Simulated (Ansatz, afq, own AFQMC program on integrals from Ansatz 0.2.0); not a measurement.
AFQMC on a folder of integrals that Ansatz 0.2.0 wrote.

```yaml
crystal:
  periodic: [false, false, false]
  atoms:
    - {symbol: Cr, position_ang: [0.000000, 0.000000, 0.000000]}
basis:
  gaussian: {orbitals: def2-TZVP}
magnetization: {spin_polarized: true, initial_magnetization: 6}
correlation: {method: ccsd_t, electrons: outside_noble_gas, hamiltonian_folder: ham}
```

```sh
$ ansatz run in.yaml --threads 1 --pin off --events-out ev --progress --plain --max-ram 16896MiB --backend cuda --devices 0, --max-vram 18GiB
```

Options of the walk:

```
--method free --trial cisd --walkers 4000 --time-step 0.03 --max-blocks 4000 --target-error 0.00018 --factor-cut 1e-05 --seed 1888 --times 0,0.3,0.6,1.2,1.8,2.4,3.6,4.8,6 --taylor-order 8
```

Times are imaginary, in 1/Eh. The walk had a cap of 61 s.

Output of the walk:

```
orbitals 36  electrons 6 0  factors 263 of 299
reference energy -1043.33452129 Eh
CCSD correlation -0.08153105 Eh in 8 cycles, weight of the determinant in the CISD state 0.9692
repeat  energy at the last time / Eh  error
    10  -1043.418047  0.000086
    20  -1043.418005  0.000059
    30  -1043.418031  0.000045
time / (1/Eh)  energy / Eh  error  mean overlap
  0.00  -1043.416050  0.000003  1.0317
  0.30  -1043.417060  0.000009  1.0305
  0.60  -1043.417449  0.000010  1.0298
  1.20  -1043.417743  0.000012  1.0287
  1.80  -1043.417857  0.000016  1.0279
  2.40  -1043.417896  0.000016  1.0272
  3.60  -1043.417964  0.000023  1.0251
  4.80  -1043.417952  0.000026  1.0226
  6.00  -1043.418029  0.000044  1.0199
energy -1043.418029 +/- 0.000044 Eh
```

The run passed its tests (error under three times the target), which doesn't prove that it has relaxed.

Against this walk (error 1.2 meV) on the same determinant: CCSD(T) 9.2 meV higher, CCSDT(Q) 0.8 meV higher (within the noise), CCSDTQ 0.9 meV higher (within the noise), full CI 1.2 meV higher (within the noise). The error is statistical, and a free projection of finite length keeps a remainder of its start.

Cautions: remainder of the start not in the error; no relativity below Rb; outer-core shells of the metal frozen.

The walk took 16 s on 1 × NVIDIA H100 80GB HBM3 with 2 threads of AMD EPYC 7R13 Processor (Zen 3), on a shared host (the card was shared). The log's last line is the free-projection energy.

CCSDT and higher add their correlation energy to the determinant of the CCSD(T) run, since their own runs factorise the integrals more tightly (a shift of under 2 meV). A walk keeps the symmetry of its determinant, which the program's search chose and which needn't be the lowest solution, so a lower state of the same spin and another symmetry isn't excluded.
